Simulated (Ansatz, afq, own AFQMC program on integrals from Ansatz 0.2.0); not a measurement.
Integrals from Ansatz 0.2.0, then the random walk in our own AFQMC program (afq).

```yaml
crystal:
  periodic: [false, false, false]
  atoms:
    - {symbol: N, position_ang: [-0.060277, -0.053084, 0.622021]}
    - {symbol: N, position_ang: [0.034117, 0.122863, -0.700923]}
    - {symbol: H, position_ang: [0.213328, -0.927712, 1.050447]}
    - {symbol: H, position_ang: [0.166554, 0.767486, 1.160673]}
    - {symbol: H, position_ang: [-0.016346, -0.809450, -1.114669]}
basis:
  gaussian: {orbitals: cc-pVDZ}
magnetization: {spin_polarized: true, initial_magnetization: 1}
correlation: {method: ccsd_t, electrons: outside_noble_gas, hamiltonian_folder: ham}
```

```sh
$ ansatz run in.yaml --threads 1 --pin off --events-out ev --progress --plain --max-ram 1382MiB
```

afq runs on the folder ham with

```
--method phaseless --trial cisd --walkers 60 --populations 1 --least-time 40 --time-step 0.005 --steps-per-block 50 --equilibration-blocks 28 --max-blocks 300 --target-error 0.00043 --factor-cut 1e-05 --start spin_pure --seed 3457 --release-times 0.24,0.51,0.99,1.62,2.4 --release-step 0.03 --release-every 4 --taylor-order 6
```

Times are imaginary, in 1/Eh. The walk had a cap of 1976 s.

afq prints:

```
orbitals 41  electrons 7 6  factors 327 of 401
reference energy -110.58546440 Eh
CCSD correlation -0.34308573 Eh in 13 cycles, weight of the determinant in the CISD state 0.8887
energy of the start -110.928026 Eh
 block  time / (1/Eh)  mean weight  energy / Eh
     1     0.250  0.9995  -110.923671
     2     0.500  1.0002  -110.928377
     3     0.750  1.0016  -110.930872
     4     1.000  1.0002  -110.931280
     5     1.250  0.9995  -110.937264
     7     1.750  0.9993  -110.935044
     9     2.250  1.0028  -110.931219
    17     4.250  0.9988  -110.935699
    33     8.250  0.9981  -110.940249
    49    12.250  0.9988  -110.940136
    65    16.250  0.9975  -110.941334
    81    20.250  1.0016  -110.940486
    97    24.250  1.0007  -110.938882
   105    26.250  1.0014  -110.928431
   113    28.250  1.0005  -110.933053
   129    32.250  1.0011  -110.942375
   145    36.250  0.9987  -110.929555
   161    40.250  0.9945  -110.936701
   177    44.250  0.9967  -110.937415
   193    48.250  1.0031  -110.945603
   209    52.250  1.0013  -110.941211
   225    56.250  0.9995  -110.944676
   241    60.250  1.0028  -110.940210
   257    64.250  1.0022  -110.949575
   273    68.250  0.9999  -110.934205
   289    72.250  0.9999  -110.930522
   305    76.250  0.9975  -110.939037
   321    80.250  1.0016  -110.928644
blocks merged  error / Eh  count
     1  0.000369  300
     2  0.000440  150
     4  0.000491  75
     8  0.000601  37
    16  0.000588  18
    32  0.000422  9
released: time / (1/Eh)  energy / Eh  error  mean overlap
  0.24  -110.938518  0.000574  0.9981
  0.51  -110.938272  0.000625  1.0038
  0.99  -110.938000  0.000680  0.9982
  1.62  -110.939199  0.000538  0.9703
  2.40  -110.938520  0.000750  1.0234
energy -110.938240 +/- 0.000601 Eh
(rows thinned)
```

The run passed its tests (sampling time, drift between the halves within three errors, error under three times the target), which doesn't prove that it has relaxed.

Against this walk (error 16.4 meV) on the same determinant: CCSD(T) 33.1 meV higher. The error is statistical and leaves out the bias of the constraint. Released to 2.40 1/Eh the energy moves by -8 ± 26 meV (both errors), within twice the noise.

Cautions: constraint bias not in the error; error above the target (16.4 against 11.7 meV).

The walk took 20 min on 1 thread of Intel(R) Xeon(R) Platinum 8259CL CPU @ 2.50GHz (Skylake/Cascade Lake) (shared host). The log's last line is the phaseless energy.
